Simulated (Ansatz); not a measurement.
`BBCl` + H₂ → `BB` + HCl at 400 K and 1 bar (hydrogenolysis of a B–Cl bond).

Computed with Ansatz on PBE0-D4/def2-TZVP structures; ΔE is electronic, products minus reactants. CBS: MP2 limit from def2 TZ/QZ plus the TZ coupled-cluster correction, frozen cores. This one scheme is used for every species.

| species | CCSD(T)/CBS energy (Eh) | H − E (kJ/mol) | S (J/(mol·K)) |
| --- | --- | --- | --- |
| `BBCl` | -511.15624 | 107.8 | 300.8 |
| H₂ | -1.17544 | 38.0 | 139.0 |
| `BB` | -51.92346 | 119.9 | 250.5 |
| HCl | -460.38127 | 29.6 | 195.4 |

H − E and S are ideal-gas, rigid-rotor, harmonic terms from PBE0-D4/def2-TZVP. The MP2-based limit puts H₂ 0.8 mEh under its directly extrapolated value; such offsets cancel only in part. 1 Eh = 2625.50 kJ/mol, R = 8.31446 J/(mol·K).

Task: By hand: ΔE, ΔH, ΔS and ΔG.

Result: ΔE = (-51.92346) + (-460.38127) − (-511.15624) − (-1.17544) = 0.02695 Eh = 70.8 kJ/mol. Δ(H − E) = 119.9 + 29.6 − 107.8 − 38.0 = 3.7, so ΔH = 74.5 kJ/mol. ΔS = 250.5 + 195.4 − 300.8 − 139.0 = 6.1 J/(mol·K). ΔG = 74.5 − 400 × (6.1)/1000 = 72.1 kJ/mol.

Task: By hand: the equilibrium constant, and the temperature at which ΔG would vanish if ΔH and ΔS stayed fixed.

Result: log₁₀ K = −ΔG/(RT ln 10) = -9.4. ΔG = 0 at ΔH/ΔS = 12213 K, far beyond where these terms or the molecules hold.

The number of gas molecules stays the same, so ΔS is small and ΔH decides. A doubt of 5 kJ/mol in ΔE shifts log₁₀ K by 0.7 here. These are equilibria of isolated gas molecules and say nothing of rates. Largest T1 diagnostic: 0.012 (customary marks: 0.02 for closed shells, 0.045 for open ones).
